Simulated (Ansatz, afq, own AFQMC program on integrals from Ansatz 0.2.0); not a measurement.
**CN (quartet): AFQMC on the coupled-cluster ladder at distance N1–C2 = 1.190 Å, 6-31G**

One table from this session's results is given with a row withheld; the runs are named, their logs left out.

The runs use Ansatz 0.2.0, Gaussian basis, and an in-house AFQMC program (afq) on its integrals; all values are calculated; 6-31G, frozen cores.

To be run: Full CI; PBE (unrestricted); r2SCAN (unrestricted); PBE0 (unrestricted); B3LYP (unrestricted); wB97M-V (unrestricted); B2PLYP (unrestricted); CCSD(T) on UHF; Full CI; Full CI (sextet); CCSDT(Q) on UHF; CCSDTQ on UHF; Phaseless AFQMC, CISD trial on UHF; CCSD(T) on ROHF; Full CI; CCSDT(Q) on ROHF; CCSDTQ on ROHF; Phaseless AFQMC, CISD trial on ROHF.

13 further runs of the same task are left out: 13 that didn't finish.

### What is computed

The geometry derives from a PBE0/def2-TZVP stationary point (not a proven minimum). One bond is set to the value named and the two fragments are kept rigid.

2 atoms, charge 0, spin multiplicity 4.

Atoms are counted from 1 here; the program's logs count them from 0.

Bond lengths: N1–C2 1.190 Å.

The first run:

Input file in.yaml:

```yaml
crystal:
  periodic: [false, false, false]
  atoms:
    - {symbol: N, position_ang: [0.000000, 0.000000, 0.000000]}
    - {symbol: C, position_ang: [0.000000, 0.000000, 1.190000]}
basis:
  gaussian: {orbitals: 6-31G}
magnetization: {spin_polarized: false, initial_magnetization: 3}
correlation: {method: fci, electrons: outside_noble_gas}
```

The run is started by

```
ansatz run in.yaml --threads 1 --pin off --events-out ev --progress --plain --max-ram 24576MiB --backend cuda --devices 0, --max-vram 18GiB
```

Steps of the session up to this table: Full CI; PBE (unrestricted); r2SCAN (unrestricted); PBE0 (unrestricted); B3LYP (unrestricted); wB97M-V (unrestricted); B2PLYP (unrestricted); CCSD(T) on UHF; Full CI (sextet); CCSDT(Q) on UHF; CCSDTQ on UHF; Phaseless AFQMC, CISD trial on UHF (settings varied); CCSD(T) on ROHF; CCSDT(Q) on ROHF; CCSDTQ on ROHF; Phaseless AFQMC, CISD trial on ROHF (settings varied).

One of the session's tables, all rows but one given; the rest of the session is left out.

It belongs to the step «AFQMC on the ladder». On the ROHF determinant, counted from full CI (exact for this spin and basis):

| level | from full CI (kcal/mol) |
| --- | --- |
| HF | ? |
| MP2 | +33.94 |
| CCSD | +12.50 |
| CCSD(T) | +5.56 |
| CCSDT(Q) | -0.62 |
| CCSDTQ | +0.02 |
| full CI | 0.00 |
| Phaseless AFQMC, CISD trial, step 0.02, 20 walkers | +7.79 |

**Question.** Estimate the row for HF.

The run gave: from full CI (kcal/mol): +109.39. In the column «from full CI (kcal/mol)» it is the highest.

Caveats from the session: The report flags that the cluster equations may have other roots.
